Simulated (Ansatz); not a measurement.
## Equilibrium lattice constant a of some bcc solids

Method: rVV10 (PAW; Ansatz, an electronic-structure program). References are measured values corrected to a static lattice. The table is a random draw of 6 from 12 solids with such references.

Values in Å.

| solid | reference | rVV10 | error (%) |
|---|---|---|---|
| bcc Mo | 3.141 | 3.184 | +1.37 |
| bcc Fe | 2.853 | 2.840 | -0.46 |
| bcc Rb | 5.576¶ | 5.471 | -1.88 |
| bcc Nb | 3.294 | 3.335 | +1.24 |
| bcc Ba | 4.995¶ | 4.921 | -1.48 |
| bcc Cs | 6.039¶ | 5.852 | -3.10 |

Over these 6 solids the mean error is -0.72 %, the mean absolute error 1.59 % (median 1.43 %), and the worst case bcc Cs at -3.10 %; the value is too low in 4 of 6 cases. Over all 12, from unrounded values, the mean error is -0.55 % and the mean absolute error 1.41 % (median 1.36 %).

All these references are brought to a static lattice.

Spin–orbit coupling is left out, also for the solids with elements from indium on (bcc Ba, bcc Cs); its size isn't shown.

¶ marks references of a special kind: bcc Rb, 5.576 Å (measured, low-temperature or extrapolated to 0 K; zero-point anharmonic expansion removed; as tabulated in Csonka et al. (2009), arXiv:0903.4037); bcc Ba, 4.995 Å (measured, low-temperature or extrapolated to 0 K; zero-point anharmonic expansion removed, our sources range from 4.995 to 5.004; as tabulated in Csonka et al. (2009), arXiv:0903.4037); bcc Cs, 6.039 Å (measured, low-temperature or extrapolated to 0 K; zero-point anharmonic expansion removed; as tabulated in Csonka et al. (2009), arXiv:0903.4037).

Differences are worked out from the printed values.

Ansatz's density-functional and Hartree–Fock values are scalar-relativistic unless marked +SOC, with PAW data made under PBE.

Ansatz's runs of these crystals have no spin polarisation, but for bcc Fe.

Density-functional runs with spin start from parallel moments for bcc Fe.

Not in this set, of the bcc solids with a reference value in our tables and a result at some level: 3 for a high-temperature or high-pressure phase; 1 for a run that ended without the magnetic order (rVV10). These can be a level's best or worst cases. Solids without a released value at any level aren't counted. Layered and molecular crystals are counted apart. The metals Ce to Yb are counted apart.

References as tabulated in Mejia-Rodriguez and Trickey (2018), arXiv:1807.09216; Csonka et al. (2009), arXiv:0903.4037.
